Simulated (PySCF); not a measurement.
Isomers of C3H7Cl. Method used: PBE0-D3(BJ)/def2-SVP geometry optimisation, gas phase (PySCF 2.14.0). One conformer each; no zero-point energy, no entropy. No frequencies were run at this level. Point groups hold within 0.08 Å.

Question: Order them by energy at this level, lowest first, and give relative energies in kcal/mol.
A. `[CH3:1][CH2:2][CH2:3][Cl:4]` with C1–C2–C3–Cl4 -63°
B. `CC(C)Cl`

Answer: B (0.0), A (2.3).

Neighbours under 2.5 kcal/mol apart (CC(C)Cl and CCCCl) can change places with a better method, another conformer or zero-point energy.

```csv
SMILES,E (Eh),E rel (kcal/mol),dipole (D),point group,"A, B, C (MHz)"
CC(C)Cl,-578.21935,0.0,2.04,Cs,"8077, 4575, 3211"
CCCCl,-578.21567,2.3,1.93,C1,"11820, 3340, 2859"
```

Q: How do the relative energies change in single points at B3LYP/pcSseg-2 (no added dispersion term) on the same geometries?

A: 
```
 SMILES  PBE0-D3(BJ)/def2-SVP (kcal/mol)  B3LYP/pcSseg-2 (kcal/mol)  shift
CC(C)Cl                              0.0                        0.0    0.0
  CCCCl                              2.3                        2.4   +0.1
```

Each column counts from its own lowest isomer. The order is unchanged; the largest shift is 0.1 kcal/mol.
